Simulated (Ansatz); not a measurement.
Energy needed to pull apart CH$_{6}$B$_{2}$ (SMILES BBC), closed shell, into free ground-state atoms, from the structure below (displaced at random from a GFN2-xTB minimum); no zero-point or spin–orbit terms; open-shell atoms are treated unrestricted, in their ground-state multiplicity.

```tsv
atom	x (Å)	y (Å)	z (Å)
B1	-0.7266	0.8076	-1.1410
B2	-0.3796	0.3474	0.2164
C3	0.5337	-0.7446	0.6503
H4	-1.6714	0.5811	-1.7217
H5	-0.0702	1.6563	-1.8811
H6	-0.6377	1.0948	1.1962
H7	0.0519	-1.6145	1.4273
H8	1.0326	-1.2175	-0.1011
H9	1.4828	-0.4888	1.2398
```

Computed with Ansatz 0.2.0 (basis: def2-TZVPP); correlated methods freeze the cores. B3LYP uses VWN-RPA correlation.

```json
{"method": "PBE-D4", "atomization energy (kJ/mol)": "3089"}
{"method": "r2SCAN-D4", "atomization energy (kJ/mol)": "3072"}
{"method": "PBE0-D4", "atomization energy (kJ/mol)": "3060"}
{"method": "B3LYP-D4", "atomization energy (kJ/mol)": "?"}
{"method": "r2SCANh-D4", "atomization energy (kJ/mol)": "?"}
{"method": "wB97M-V", "atomization energy (kJ/mol)": "3053"}
{"method": "HF", "atomization energy (kJ/mol)": "2356"}
{"method": "MP2", "atomization energy (kJ/mol)": "2966"}
{"method": "CCSD", "atomization energy (kJ/mol)": "2923"}
{"method": "CCSD(T)", "atomization energy (kJ/mol)": "2950"}
```

**Question.** What does r2SCANh-D4 give? (Judge from chemistry; the value comes from the calculation.)

**Answer.** Computed: 3060 kJ/mol, which is about 109 kJ/mol more than CCSD(T)/def2-TZVPP.

**Question.** What does B3LYP-D4 give? (To be estimated.)

**Answer.** By the calculation: 3067 kJ/mol, which is about 117 kJ/mol more than CCSD(T)/def2-TZVPP.

In triple zeta the MP2 and coupled-cluster atomization energies are still short of their basis limit by a few kcal/mol a bond, whereas those of the functionals are nearly converged, so these differences are not deviations from converged CCSD(T).

T1 diagnostic: at most 0.014.

For scale, one of the runs: CCSD(T)/def2-TZVPP forces, 177 basis functions (an equivalent command: `ansatz run in.yaml --threads 4`). The run took 45 s on 4 CPU threads (shared host), with 3.3 GiB of host memory at its peak.
